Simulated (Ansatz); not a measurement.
# Worked example: the barrier

An elementary step of CH3N2, doublet (NH₃ + CN → HCN ([CH][N]) + NH₂; bonds formed: H1–C3; bonds broken: H1–N2). “Start” is the structure reached by relaxing down from the saddle towards the reactants; PBE0-D4/def2-TZVP structures. The saddle:

```csv
atom,x (Å),y (Å),z (Å)
H1,0.2833,-0.3367,-0.4804
N2,0.2681,-1.0607,0.3577
C3,-0.1480,1.0861,-0.7436
N4,-0.4894,2.1772,-0.9202
H5,0.7837,-0.6625,1.1403
H6,-0.6979,-1.2035,0.6462
```

Computed with Ansatz 0.2.0 (basis: def2-TZVPP and def2-QZVPP); correlated methods freeze the cores; orbitals are unrestricted.

Energies in eV:

| quantity | saddle | start |
| --- | --- | --- |
| Hartree–Fock, triple zeta (X = 3) | -4039.37715 | -4039.84551 |
| Hartree–Fock, quadruple zeta (X = 4) | -4039.54807 | -4040.02171 |
| MP2 correlation, X = 3 | -14.84282 | -15.05937 |
| MP2 correlation, X = 4 | -15.85127 | -16.08563 |
| CCSD(T) correlation, X = 3 | -16.39321 | -16.35377 |

Work out the barrier at the basis limit: extrapolate Hartree–Fock as E(X) = E∞ + A exp(−7.88 √X) and the MP2 correlation as E(X) = E∞ + B X^−2.97 (the exponents that Neese and Valeev fitted for def2-TZVPP and QZVPP), then add CCSD(T) − MP2 in triple zeta.

Each step is linear, so take the differences first (saddle − start): Hartree–Fock 0.46836 (X = 3) and 0.47364 (X = 4); MP2 correlation 0.21655 and 0.23436; CCSD(T) correlation -0.03944.
Two points give E∞ = E(4) + w [E(4) − E(3)], with w = 1/(exp(7.88 (2 − √3)) − 1) = 0.1377 for Hartree–Fock and w = 1/((4/3)^2.97 − 1) = 0.7407 for the correlation.
Hartree–Fock: 0.47364 + 0.1377 × 0.00528 = 0.4744 eV.
MP2 correlation: 0.23436 + 0.7407 × 0.01781 = 0.2476 eV.
CCSD(T) − MP2: -0.03944 − 0.21655 = -0.2560 eV.
Sum: 0.4744 + 0.2476 + (-0.2560) = 0.4660 eV, or 10.75 kcal/mol. Plain CCSD(T) in triple zeta gives 0.4289 eV, so the larger basis shifts the result by 0.0371 eV.

T1 diagnostic: at most 0.041. ⟨S²⟩ of the unrestricted Hartree–Fock references: 0.76 to 0.94 (a pure state has 0.75). The unrestricted reference is spin-contaminated, which hurts MP2 most.

Labels in which every atom is bracketed show which atoms are joined, not bond orders.

For scale, one of the runs: CCSD(T)/def2-TZVPP, 135 basis functions, launched by `ansatz run in.yaml --threads 2 --pin off --events-out ev --progress --plain --max-ram 4352MiB`. The run took 78 s on 2 CPU threads of an Arm Neoverse N1 (shared host), with 1.7 GiB of host memory at its peak.
